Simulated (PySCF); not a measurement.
## Computed and reference excited states of `O=C1C=CC(=O)C2=CC=CC=C12` (naphthoquinone)

Published values to compare with (the computed states carry no symmetry labels, so the two lists aren't matched line by line):

| state | E (eV) | f | kind of transition | source |
| --- | --- | --- | --- | --- |
| 3B1(n→π*) | 2.80 |  | vertical absorption | [1] |
| 3A2(n→π*) | 3.01 |  | vertical absorption | [1] |
| 1B1(n→π*) | 3.02 |  | vertical absorption | [1] |
| 1A2(n→π*) | 3.21 |  | vertical absorption | [1] |
| 3B2(π→π*) | 3.32 |  | vertical absorption | [1] |
| 3B2(π→π*) | 3.44 |  | vertical absorption | [1] |
| 3A1(π→π*) | 3.76 |  | vertical absorption | [1] |
| 1A1(π→π*) | 4.12 |  | vertical absorption | [1] |
| 1B2(π→π*) | 4.34 |  | vertical absorption | [1] |
| 1A2(n→π*) | 5.44 |  | vertical absorption | [1] |
| 1A1(π→π*) | 5.46 |  | vertical absorption | [1] |
| 1B2(π→π*) | 5.55 |  | vertical absorption | [1] |

[1] computed, theoretical best estimate (aug-cc-pVTZ), gas; Knysh, Lipparini, Blondel, Duchemin, Blase, Loos, Jacquemin, reference CC3 energies for organic chromophores (2024), arXiv:2407.09060

Species: naphthoquinone, C₁₀H₆O₂.
Numbering: `[O:1]=[C:2]1[CH:3]=[CH:4][C:5](=[O:6])[c:7]2[cH:8][cH:9][cH:10][cH:11][c:12]21` (hydrogens: H13 on C3; H14 on C4; H15 on C8; H16 on C9; H17 on C10; H18 on C11)

Structure used (PBE0-D3(BJ)/def2-SVP), in Å, numbered top down from 1:
```
atom  x, y, z in Å
O1     1.6092   -2.3453   -0.8190
C2     1.4154   -1.2051   -0.4483
C3     2.5497   -0.2829   -0.2055
C4     2.3705    0.9819    0.2075
C5     1.0245    1.5533    0.4484
O6     0.8937    2.7034    0.8164
C7    -0.1411    0.6562    0.2168
C8    -1.4323    1.1409    0.4325
C9    -2.5300    0.3131    0.2176
C10   -2.3434   -1.0028   -0.2144
C11   -1.0589   -1.4924   -0.4310
C12    0.0464   -0.6674   -0.2163
H13    3.5423   -0.7042   -0.3845
H14    3.2068    1.6622    0.3880
H15   -1.5464    2.1734    0.7691
H16   -3.5403    0.6930    0.3869
H17   -3.2080   -1.6491   -0.3825
H18   -0.8813   -2.5159   -0.7680
```

Computed, not measured: TDDFT B3LYP/def2-SVPD, vertical, gas phase, core orbitals frozen in the response in PySCF 2.14.0, density-fitted response routines.

Computed singlets: 2.72 eV (f 0.000); 2.99 eV (f 0.000); 3.57 eV (f 0.011); 3.60 eV (f 0.050); 4.89 eV (f 0.000); 4.90 eV (f 0.221); 5.19 eV (f 0.000); 5.34 eV (f 0.079); 5.45 eV (f 0.000); 5.65 eV (f 0.004). Computed triplets (Tamm–Dancoff): 2.31, 2.57, 2.96, 3.05 eV.

Problem. How does the lowest computed singlet compare with the best estimate listed for the lowest singlet (vertical absorption)?

Solution. 2.72 eV against 3.02 eV for 1B1(n→π*) [1]: a difference of -0.30 eV. Geometry and basis of the two calculations needn't be the same.

Problem. How does the lowest computed triplet compare with the best estimate listed for the lowest triplet (vertical absorption)?

Solution. 2.31 eV against 2.80 eV for 3B1(n→π*) [1]: a difference of -0.49 eV. Geometry and basis of the two calculations needn't be the same.

Hardware: 2 threads, AMD EPYC 9R14 (x86_64), shared host with 96 logical CPUs at a one-minute load of 51. Cost: 56 s wall, 2.2 min CPU (with the writing of density and orbital grids), 1.7 GiB resident at most.
